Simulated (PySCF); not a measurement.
Homolysis of single bonds, series allyl-X. Isolated molecules, 0 K electronic values unless said otherwise. One relaxed conformer stands for each flexible species; it need not be the lowest. Strings in code marks are SMILES.

Level of theory: PBE-D3(BJ)/def2-TZVP // PBE0-D4/def2-TZVP (PySCF). 

A: radical fragment (`[CH2]OC`)
B: radical fragment (`[CH2]C=O`)
C: radical fragment (`C#C[CH2]`)
D: radical fragment (`[C-]#[N+]`)

**Question.** Which member has the lowest highest occupied spin orbital?

**Answer.** D (-9.42 eV); next is B (-5.92 eV).
